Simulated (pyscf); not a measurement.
# Hydrogen shift: •HC=CH₂ (SMILES [CH]=C) → •HC=CH₂ (SMILES [CH]=C)

Gas phase, doublet surface, charge 0. Bonds broken: C2–H3. Bonds formed: C1–H3. Structures and frequencies: ωB97X-D3(BJ)/def2-SVP in PySCF. MP2 and CC: frozen core, UHF for open shells. ΔMP2 is the change of the MP2 total energy from the triple- to the quadruple-zeta basis.

Transition state (Å):

```xyz
5

C      0.3689    -0.5168    -0.9097
C      0.1562     0.3444     0.0363
H      0.1739     0.7211    -1.1916
H      0.5678    -1.5673    -1.1664
H      0.0542     0.5122     1.1182
```

One imaginary mode, 2179i cm⁻¹; descent along it reached the two sides named.

| bond | change | reactant side (Å) | saddle | product side |
|---|---|---|---|---|
| C2–H3 | breaks | 1.098 | 1.284 | 2.112 |
| C1–H3 | forms | 2.112 | 1.284 | 1.098 |

Electronic energies relative to the reactant's lowest minimum found (eV):

| level | barrier | reaction energy | reverse barrier |
|---|---|---|---|
| ωB97X-D3(BJ)/def2-TZVP | 2.21 | 0.00 | 2.21 |
| PBE/def2-TZVP | 1.99 | 0.00 | 1.99 |
| r²SCAN/def2-TZVP | 2.17 | 0.00 | 2.17 |
| B3LYP-D3(BJ)/def2-TZVP | 2.19 | 0.00 | 2.19 |
| PBE0-D3(BJ)/def2-TZVP | 2.14 | 0.00 | 2.14 |
| M06-2X/def2-TZVP | 2.21 | 0.00 | 2.21 |
| ωB97M-D3(BJ)/def2-TZVP | 2.17 | 0.00 | 2.17 |
| HF/def2-TZVP | 2.89 | 0.00 | 2.89 |
| MP2/def2-QZVPP | 1.89 | 0.00 | 1.89 |
| CCSD/def2-TZVPP | 2.31 | 0.00 | 2.31 |
| CCSD(T)/def2-TZVPP | 2.22 | 0.00 | 2.22 |
| CCSD(T)/def2-TZVPP + ΔMP2(QZVPP) | 2.19 | 0.00 | 2.19 |

With CCSD(T)/def2-TZVPP + ΔMP2(QZVPP) energies and thermal terms (ideal gas, 1 atm, RRHO with modes under 100 cm⁻¹ raised to 100, one conformer, R ln 2 for rigid chiral ones), in eV:

| T (K) | ΔH‡ | ΔG‡ | ΔH | ΔG |
|---|---|---|---|---|
| 298 | 2.03 | 2.02 | 0.00 | 0.00 |
| 600 | 2.03 | 2.01 | 0.00 | 0.00 |
| 900 | 2.03 | 1.99 | 0.00 | 0.00 |
| 1200 | 2.02 | 1.98 | 0.00 | 0.00 |

This is the saddle that the search found; another between the same sides may lie lower. The CCSD(T) − MP2 part came from Ansatz, without density fitting, on the same reference. A UHF reference is spin-contaminated (<S²> up to 0.96), which harms MP2 most.
